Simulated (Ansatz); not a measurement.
# CHOSi: the cost of one run

Method: def2-TZVPP, core rule «outside noble gas», up to 7 orbitals frozen; program: Ansatz 0.2.0, Gaussian basis.

The runs, in order: UHF; ROHF; CCSD(T) on UHF.

## Step 1: The geometry

The geometry is a PBE0/def2-TZVP stationary point (not a proven minimum) of the parent state, kept for this charge and spin.

4 atoms, charge 1, spin multiplicity 3.

Atoms are counted from 1 here; the program's logs count them from 0.

Bond lengths: C1–Si2 1.820 Å, C1–H4 1.084 Å, Si2–O3 1.530 Å. Angles: Si2–C1–H4 150.6°, C1–Si2–O3 122.3°.

## Step 2: UHF

in.yaml reads:

```yaml
crystal:
  periodic: [false, false, false]
  atoms:
    - {symbol: C, position_ang: [0.000000, -0.231556, 1.642911]}
    - {symbol: Si, position_ang: [0.000000, 0.419511, -0.056146]}
    - {symbol: O, position_ang: [0.000000, -0.495400, -1.281834]}
    - {symbol: H, position_ang: [0.000000, -1.066454, 2.334393]}
basis:
  gaussian: {orbitals: def2-TZVPP}
total_charge: 1
magnetization: {spin_polarized: true, initial_magnetization: 2}
hamiltonian: {xc: hf}
output: {orbitals: {seedname: orbitals}}
```

Run with:

```console
$ ansatz run in.yaml --threads 1 --pin off --events-out ev --progress --plain --max-ram 4096MiB --backend cpu
```

Q: Estimate wall time and peak memory on 1 thread of AMD EPYC 7R13, shared host.

About 18 s, with a peak of 0.28 GiB.
